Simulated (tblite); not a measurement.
A geometry optimisation, step by step.

Species: 2-methoxy-1-butene, C5H10O.
Numbering: `[CH2:1]=[C:2]([CH2:3][CH3:4])[O:5][CH3:6]` (hydrogens: H7, H8 on C1; H9, H10 on C3; H11, H12, H13 on C4; H14, H15, H16 on C6)

Computed with GFN2-xTB (tblite), gas phase: L-BFGS steps from a force-field or distance-geometry start until the largest atomic force falls under 0.01 eV/Å. 8 of its 127 geometries are shown.

Step 0: E = -539.2322 eV, largest atomic force 1.799 eV/Å
```
atom  x, y, z in Å  |  force x, y, z in eV/Å
C1      0.264   -1.471   -0.926    0.910  -0.181  -0.620
C2      0.050   -0.376   -0.213    0.371  -1.717   0.187
C3     -1.246   -0.324    0.542    0.785   0.874   1.362
C4     -1.969    0.905    0.016   -1.016   0.579   0.257
O5      0.937    0.662   -0.085   -0.639   0.923   0.278
C6      2.287    0.538    0.266    0.938   0.228  -0.180
H7     -0.473   -2.276   -0.992    0.640   0.524  -0.101
H8      1.212   -1.527   -1.471   -0.536  -0.453   0.055
H9     -1.812   -1.255    0.476    0.170   0.251  -0.290
H10    -0.942   -0.203    1.621   -0.599   0.012  -0.680
H11    -1.735    1.770    0.666   -0.250  -0.375  -0.467
H12    -1.576    1.126   -0.991   -0.589  -0.039   0.414
H13    -3.086    0.756    0.003    1.154   0.261  -0.114
H14     2.748    1.562    0.269   -0.762  -0.588  -0.043
H15     2.442    0.141    1.289   -0.192  -0.160  -0.483
H16     2.890   -0.020   -0.481   -0.384  -0.139   0.422
```

Step 18: E = -539.7010 eV, largest atomic force 0.268 eV/Å
```
atom  x, y, z in Å  |  force x, y, z in eV/Å
C1      0.438   -1.457   -0.903   -0.007   0.075   0.183
C2      0.095   -0.422   -0.146   -0.005   0.097   0.081
C3     -1.239   -0.277    0.536   -0.021   0.039  -0.089
C4     -2.005    0.955    0.029    0.020  -0.070   0.022
O5      0.866    0.678    0.140    0.080  -0.049  -0.067
C6      2.259    0.503    0.234   -0.011  -0.075   0.021
H7     -0.242   -2.279   -1.030    0.027   0.080  -0.088
H8      1.394   -1.536   -1.391   -0.044  -0.074   0.020
H9     -1.833   -1.179    0.378    0.089   0.057   0.042
H10    -1.025   -0.154    1.605   -0.230  -0.110  -0.082
H11    -1.719    1.839    0.596   -0.014  -0.023  -0.081
H12    -1.795    1.144   -1.023    0.011  -0.092   0.069
H13    -3.074    0.792    0.135   -0.007   0.089   0.073
H14     2.714    1.492    0.232   -0.062   0.021  -0.093
H15     2.502    0.011    1.180    0.072  -0.087   0.067
H16     2.656   -0.100   -0.582    0.100   0.123  -0.079
```

Step 36: E = -539.8403 eV, largest atomic force 0.214 eV/Å
```
atom  x, y, z in Å  |  force x, y, z in eV/Å
C1      0.491   -1.458   -0.748   -0.012   0.052   0.005
C2      0.123   -0.417   -0.009   -0.121  -0.041   0.014
C3     -1.302   -0.280    0.473    0.010  -0.087   0.025
C4     -2.028    0.975   -0.009    0.072  -0.084   0.032
O5      0.921    0.600    0.441   -0.055  -0.181  -0.100
C6      2.307    0.511    0.207   -0.074   0.008  -0.029
H7     -0.244   -2.189   -1.040    0.143   0.084   0.010
H8      1.494   -1.623   -1.097   -0.007  -0.055   0.013
H9     -1.862   -1.152    0.125    0.075   0.014   0.107
H10    -1.289   -0.293    1.569   -0.021   0.052  -0.086
H11    -1.519    1.870    0.338   -0.036  -0.023  -0.044
H12    -2.086    0.990   -1.097    0.064   0.027   0.067
H13    -3.041    0.952    0.388    0.021   0.149  -0.022
H14     2.708    1.513    0.328    0.004   0.132   0.111
H15     2.787   -0.162    0.925   -0.047  -0.050  -0.020
H16     2.532    0.173   -0.805   -0.016   0.003  -0.083
```

Step 54: E = -539.9023 eV, largest atomic force 0.070 eV/Å
```
atom  x, y, z in Å  |  force x, y, z in eV/Å
C1      0.515   -1.511   -0.708   -0.004   0.032  -0.042
C2      0.092   -0.498    0.038    0.004   0.007  -0.014
C3     -1.332   -0.318    0.493    0.036   0.005   0.023
C4     -1.947    0.973   -0.041    0.004   0.001  -0.017
O5      0.866    0.518    0.524   -0.029   0.024  -0.006
C6      2.227    0.554    0.182   -0.005  -0.007   0.009
H7     -0.178   -2.246   -1.071    0.002  -0.007   0.062
H8      1.543   -1.646   -0.996   -0.027   0.017  -0.016
H9     -1.934   -1.174    0.186    0.063  -0.002   0.021
H10    -1.317   -0.266    1.585   -0.046  -0.044   0.013
H11    -1.307    1.816    0.201    0.004   0.031   0.033
H12    -2.064    0.929   -1.120    0.010  -0.030  -0.063
H13    -2.924    1.133    0.407   -0.026   0.020  -0.006
H14     2.603    1.504    0.559    0.018  -0.032   0.034
H15     2.772   -0.272    0.649    0.038  -0.017   0.005
H16     2.377    0.514   -0.900   -0.040   0.001  -0.038
```

Step 72: E = -539.9121 eV, largest atomic force 0.061 eV/Å
```
atom  x, y, z in Å  |  force x, y, z in eV/Å
C1      0.507   -1.487   -0.698   -0.012   0.003  -0.010
C2      0.095   -0.482    0.064    0.013  -0.011   0.001
C3     -1.330   -0.318    0.518    0.009   0.007   0.004
C4     -1.940    0.958   -0.059   -0.019   0.019   0.018
O5      0.871    0.536    0.537    0.003  -0.007  -0.006
C6      2.226    0.550    0.174    0.023   0.016  -0.006
H7     -0.193   -2.237   -1.014    0.029  -0.009  -0.019
H8      1.522   -1.606   -1.032   -0.031  -0.016   0.010
H9     -1.907   -1.190    0.214   -0.020   0.002  -0.001
H10    -1.345   -0.252    1.608    0.021  -0.006   0.014
H11    -1.325    1.809    0.216    0.015   0.046  -0.017
H12    -1.999    0.904   -1.143    0.024  -0.023  -0.015
H13    -2.940    1.113    0.336   -0.059  -0.015   0.006
H14     2.647    1.454    0.612    0.007  -0.009   0.021
H15     2.751   -0.327    0.567    0.014   0.007  -0.002
H16     2.351    0.585   -0.913   -0.015  -0.002   0.005
```

Step 90: E = -539.9154 eV, largest atomic force 0.017 eV/Å
```
atom  x, y, z in Å  |  force x, y, z in eV/Å
C1      0.495   -1.478   -0.704   -0.003   0.002   0.003
C2      0.099   -0.478    0.073    0.002   0.007  -0.004
C3     -1.322   -0.302    0.538   -0.002  -0.003   0.000
C4     -1.952    0.951   -0.069    0.004  -0.009  -0.003
O5      0.889    0.525    0.554   -0.004   0.000   0.005
C6      2.241    0.542    0.174    0.001   0.004  -0.006
H7     -0.209   -2.222   -1.025    0.002   0.005  -0.012
H8      1.508   -1.604   -1.042   -0.008  -0.002  -0.004
H9     -1.900   -1.183    0.262   -0.005  -0.008  -0.001
H10    -1.324   -0.210    1.626    0.006   0.008   0.010
H11    -1.388    1.831    0.226    0.004   0.004   0.000
H12    -1.954    0.888   -1.155   -0.001  -0.013  -0.011
H13    -2.978    1.061    0.274    0.003   0.004   0.006
H14     2.674    1.419    0.652    0.011  -0.004  -0.003
H15     2.764   -0.357    0.516   -0.002   0.002   0.013
H16     2.349    0.626   -0.912   -0.008   0.004   0.006
```

Step 108: E = -539.9182 eV, largest atomic force 0.014 eV/Å
```
atom  x, y, z in Å  |  force x, y, z in eV/Å
C1      0.468   -1.426   -0.745    0.000   0.000   0.008
C2      0.104   -0.475    0.105    0.003   0.004  -0.013
C3     -1.310   -0.290    0.584    0.000   0.003  -0.002
C4     -1.956    0.911   -0.107    0.000  -0.002   0.000
O5      0.918    0.482    0.638    0.001  -0.003  -0.006
C6      2.254    0.524    0.206    0.002   0.000  -0.006
H7     -0.259   -2.127   -1.110    0.001  -0.004   0.002
H8      1.473   -1.554   -1.103    0.003   0.000  -0.006
H9     -1.885   -1.193    0.378    0.002   0.002   0.001
H10    -1.295   -0.119    1.662   -0.001   0.004   0.000
H11    -1.393    1.814    0.116    0.001   0.002  -0.002
H12    -1.964    0.766   -1.185   -0.011  -0.003   0.001
H13    -2.979    1.044    0.236   -0.002  -0.002   0.005
H14     2.702    1.388    0.695    0.003  -0.002   0.009
H15     2.798   -0.381    0.496   -0.006  -0.003   0.003
H16     2.316    0.647   -0.880    0.005   0.004   0.006
```

Step 126: E = -539.9201 eV, largest atomic force 0.010 eV/Å
```
atom  x, y, z in Å  |  force x, y, z in eV/Å
C1      0.453   -1.375   -0.782    0.001  -0.001   0.007
C2      0.112   -0.446    0.102    0.003  -0.002  -0.002
C3     -1.293   -0.263    0.609    0.000   0.001   0.004
C4     -1.995    0.872   -0.138    0.003  -0.004  -0.002
O5      0.944    0.484    0.655   -0.002   0.005  -0.008
C6      2.286    0.498    0.240    0.005   0.001  -0.001
H7     -0.286   -2.061   -1.152   -0.004   0.006  -0.002
H8      1.449   -1.499   -1.165    0.001   0.003   0.001
H9     -1.850   -1.192    0.483   -0.003   0.005  -0.006
H10    -1.249   -0.019    1.672    0.005   0.001   0.006
H11    -1.440    1.799   -0.015    0.000  -0.003   0.003
H12    -2.058    0.644   -1.199   -0.001  -0.002  -0.003
H13    -3.001    1.015    0.249   -0.002   0.000   0.000
H14     2.762    1.312    0.784   -0.005  -0.001   0.005
H15     2.788   -0.444    0.483    0.001  -0.001  -0.002
H16     2.369    0.682   -0.836   -0.004  -0.006   0.001
```

Task: Summarise the path.

Result: The energy falls by 0.6879 eV from step 0 to step 126; nine tenths of that is first reached at step 40. It rises by more than 0.2 meV at step 48. The largest force goes from 1.799 to 0.010 eV/Å. Among the bonds C4–H13 changes most, from 1.127 to 1.087 Å; the atoms move by 0.542 Å rms after alignment.

The cost below is that of the whole relaxation. On an Arm Neoverse N1 with one thread, no GPU, shared host, this took 0.89 s.
